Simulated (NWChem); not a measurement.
System: NO anion, triplet

Results from NWChem. Pople sets run with spherical d functions. Spin-unrestricted. All runs use the structure optimised with B3LYP/def2-SVPD, spin-unrestricted. No stability test was run on the SCF state. The gas-phase anion has a positive highest level at the geometry level, so the gas reference is doubtful. Level: PBE0/6-31+G* with SMD (1 M gas to 1 M solution), gas-phase geometry. Reactions with the solvent are ignored.

Task: Order these by “solvation free energy (kcal/mol)”, lowest first: dichloromethane; methanol; 1-octanol; benzene.

Result: methanol (-72.4), 1-octanol (-65.8), dichloromethane (-61.3), benzene (-37.2)
